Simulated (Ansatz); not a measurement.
**[Yb(NH3)6]3+ (YbN6H18 (+3)): a ladder of methods and basis sets**

How do method and basis change the picture of [Yb(NH3)6]3+ (YbN6H18 (+3)) (doublet)?

Computed with Ansatz 0.2.0, Gaussian basis. Level: as each input shows.

The runs, in order: PBE-D4/def2-TZVP, r2SCAN-D4/def2-TZVP, BLYP-D4/def2-TZVP, LC-ωPBE/def2-TZVP, PBE-D4/def2-SVP, PBE0-D4/def2-SVP, MP2/def2-SVP.

## (1) The relaxed structure

The doublet was relaxed beforehand with PBE-D4/def2-SVP.

25 atoms, charge 3, spin multiplicity 2.

Atoms are counted from 1 here; the program's logs count them from 0.

Bond lengths: Yb1–N2 2.471 Å, Yb1–N6 2.472 Å, Yb1–N10 2.471 Å, Yb1–N14 2.472 Å, Yb1–N18 2.471 Å, Yb1–N22 2.470 Å, N2–H3 1.037 Å, N2–H4 1.037 Å, N2–H5 1.039 Å, N6–H7 1.038 Å, N6–H8 1.039 Å, N6–H9 1.038 Å, N10–H11 1.038 Å, N10–H12 1.039 Å, N10–H13 1.038 Å, N14–H15 1.038 Å, N14–H16 1.039 Å, N14–H17 1.038 Å and more. Angles: N2–Yb1–N6 178.8°, N2–Yb1–N10 86.5°, N2–Yb1–N14 94.1°, N2–Yb1–N18 92.3°, N2–Yb1–N22 87.1°, N6–Yb1–N10 94.1°, N6–Yb1–N14 85.3°, N6–Yb1–N18 86.8°, N6–Yb1–N22 93.8°, N10–Yb1–N14 178.8°, N10–Yb1–N18 87.0°, N10–Yb1–N22 92.5°, N14–Yb1–N18 94.0°, N14–Yb1–N22 86.5°, N18–Yb1–N22 179.3°, Yb1–N2–H3 115.2°, Yb1–N2–H4 115.7°, Yb1–N2–H5 114.5° and more.

Yb takes a core potential in the def2 sets. No spin-orbit coupling is included. The ion is computed in the gas phase, without counter-ions or solvent.

PBE0-D4/def2-TZVP was run before; its log isn't repeated, and its numbers join the tables.

## (2) PBE-D4/def2-TZVP

start.molden holds the orbitals of an earlier run on this state, given as this run's starting guess.

The input, in.yaml:

```yaml
crystal:
  periodic: [false, false, false]
  atoms:
    - {symbol: Yb, position_ang: [0.001276, 0.000768, 0.000134]}
    - {symbol: N, position_ang: [0.071999, -0.017063, 2.470213]}
    - {symbol: H, position_ang: [0.865362, 0.500018, 2.893694]}
    - {symbol: H, position_ang: [0.134538, -0.953396, 2.912025]}
    - {symbol: H, position_ang: [-0.758966, 0.406155, 2.927247]}
    - {symbol: N, position_ang: [-0.098710, 0.058942, -2.469134]}
    - {symbol: H, position_ang: [-0.810328, -0.563573, -2.897170]}
    - {symbol: H, position_ang: [0.782193, -0.221771, -2.943247]}
    - {symbol: H, position_ang: [-0.309173, 0.985078, -2.887470]}
    - {symbol: N, position_ang: [2.471052, 0.019529, 0.079063]}
    - {symbol: H, position_ang: [2.908818, 0.944857, 0.248678]}
    - {symbol: H, position_ang: [2.932147, -0.304555, -0.793593]}
    - {symbol: H, position_ang: [2.894305, -0.583098, 0.810188]}
    - {symbol: N, position_ang: [-2.467648, -0.063586, -0.106027]}
    - {symbol: H, position_ang: [-2.901499, 0.671465, -0.696449]}
    - {symbol: H, position_ang: [-2.942168, 0.052899, 0.810910]}
    - {symbol: H, position_ang: [-2.878859, -0.941721, -0.476194]}
    - {symbol: N, position_ang: [0.114887, 2.467448, -0.083622]}
    - {symbol: H, position_ang: [0.403270, 2.916497, 0.806776]}
    - {symbol: H, position_ang: [-0.784173, 2.937620, -0.304087]}
    - {symbol: H, position_ang: [0.771834, 2.871019, -0.778136]}
    - {symbol: N, position_ang: [-0.092073, -2.465489, 0.108846]}
    - {symbol: H, position_ang: [-0.269633, -2.931620, -0.801557]}
    - {symbol: H, position_ang: [-0.819822, -2.867783, 0.729313]}
    - {symbol: H, position_ang: [0.781350, -2.918649, 0.439597]}
basis:
  gaussian: {orbitals: def2-TZVP, initial_orbitals: start.molden}
total_charge: 3
magnetization: {spin_polarized: true, initial_magnetization: 1}
hamiltonian: {xc: pbe, dispersion: d4}
scf: {omitted_lower_state_checks: [starts]}
output: {forces: true, orbitals: {seedname: orbitals}}
```

Launch:

```console
$ ansatz run in.yaml --threads 4 --pin off --events-out ev --progress --plain --max-ram 6963MiB
```

The runs that follow: r2SCAN-D4/def2-TZVP; BLYP-D4/def2-TZVP; LC-ωPBE/def2-TZVP; PBE-D4/def2-SVP; PBE0-D4/def2-SVP; MP2/def2-SVP.

Q: Predict the results of all the runs planned. Wanted: gap in def2-TZVP, named functionals, smallest and largest; correlation energy, MP2/def2-SVP; ⟨S²⟩ in def2-TZVP, named functionals, smallest and largest; PBE0 total energy, smallest basis above largest.

**Answer**, as computed:

```
                                                  quantity                                value
 gap in def2-TZVP, named functionals, smallest and largest  0.42 eV (PBE-D4), 9.09 eV (LC-ωPBE)
                          correlation energy, MP2/def2-SVP                            -60.02 eV
⟨S²⟩ in def2-TZVP, named functionals, smallest and largest                         0.750, 0.751
           PBE0 total energy, smallest basis above largest       12.40 eV (def2-SVP, def2-TZVP)
```

Over the named functionals in def2-TZVP the gap runs from 0.42 eV (PBE-D4) to 9.09 eV (LC-ωPBE); exact exchange widens it.
